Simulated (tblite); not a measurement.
C5H8N (doublet state).
Geometry (GFN2-xTB, Å), atoms numbered from 1 in this order:
```xyz
14
C5H8N angstrom
C      3.2962    0.4244    0.1876
N      2.0626    0.7026    0.3810
C      1.0599   -0.1559    0.4716
C     -0.2669    0.2799    0.3110
C     -1.3500   -0.5217    0.4288
C     -2.7514   -0.0665    0.2440
H      3.6577   -0.5552   -0.1258
H      4.0176    1.2174    0.2964
H      1.2440   -1.2008    0.7312
H     -0.3996    1.3250    0.0641
H     -1.2157   -1.5674    0.6732
H     -3.2285   -0.6254   -0.5630
H     -2.7930    0.9942    0.0093
H     -3.3335   -0.2509    1.1484
```

Method: GFN2-xTB as coded in tblite; computed harmonic values from a numerical Hessian at the method's own geometry, unscaled. Against measured fundamentals such values can be off by several per cent, at times by over 20. One conformer, not necessarily the lowest. Open shells enter through the occupations alone, without spin polarisation, and single modes of such species can be off by tens of per cent.

Harmonic wavenumbers (cm⁻¹): 104.3, 128.3, 148.8, 216.4, 274.3, 320.1, 439.6, 468.2, 611.5, 735.4, 791.1, 840.8, 959.5, 985.0, 1012.4, 1072.1, 1121.7, 1210.0, 1227.0, 1233.3, 1273.7, 1384.2, 1399.5, 1444.2, 1467.8, 1472.9, 1528.5, 1620.2, 2912.1, 2928.8, 2972.5, 2993.4, 3041.8, 3057.2, 3071.9, 3096.4.

A = 26806, B = 1333, C = 1286 MHz; mass 82.066 u (most abundant isotopes); point group C1, symmetry number 1; spin multiplicity 2.

Q: What is the zero-point energy?

A: Half the sum of the wavenumbers: 24782 cm⁻¹ = 70.86 kcal/mol.

Q: Give the ideal-gas entropy at 298.15 K and 1 bar in the rigid-rotor, harmonic-oscillator model (classical rotation).

A: Translation 39.16, rotation 26.35, vibration 17.22, spin (R ln 2) 1.38: S = 84.1 cal/(mol K).

Q: And Cp and H(298.15 K) − H(0)?

A: Cp = 27.69 cal/(mol K), of which vibrations give 19.75 (their classical limit is 36 R = 71.5); H(298.15 K) − H(0) = 5.27 kcal/mol without the zero-point energy, 2.90 from vibrations.

Q: Which modes carry the vibrational entropy at 298.15 K?

A: 104.3 cm⁻¹: 3.37; 128.3 cm⁻¹: 2.97; 148.8 cm⁻¹: 2.69; 216.4 cm⁻¹: 1.99; 274.3 cm⁻¹: 1.57; 320.1 cm⁻¹: 1.31 cal/(mol K); the other 30 give 3.32 together.

Q: How do the functions run with temperature in this model?

A: 
```
T (K)  S (cal/(mol K))  Cp (cal/(mol K))  H − H(0) (kcal/mol)  G − H(0) (kcal/mol)  ln q(vib)
  150             68.8              18.2                 1.89                -8.43       1.37
  250             79.5              24.5                 4.02               -15.86       2.98
  400             93.2              34.5                 8.44               -28.84       5.45
  600            109.4              45.5                16.50               -49.13       8.75
  900            130.1              56.4                31.91               -85.15      13.53
```

q(vib) and H(0) count from the zero-point level.

Q: Blend soft modes into free rotors: weight 1/[1 + (100 cm⁻¹/ν̃)⁴] for the oscillator and the rest for a rotor with moment μB/(μ + B), μ = h/(8π²ν), B = 10⁻⁴⁴ kg m². What vibrational entropy results?

A: 16.85 cal/(mol K) in place of 17.22, which changes −T·S at 298.15 K by +0.11 kcal/mol.

Hindered rotation and anharmonicity are outside this model. Other conformers, if any are populated, would add a mixing term that is left out. The structure is chiral; the term R ln 2 for an equal mix with its mirror image is left out.

The run took 0.47 s on one thread, Intel Xeon at 2.70 GHz (x86_64), shared host with 64 logical CPUs at a one-minute load of 57. This covers the Hessian and the dipole derivatives.
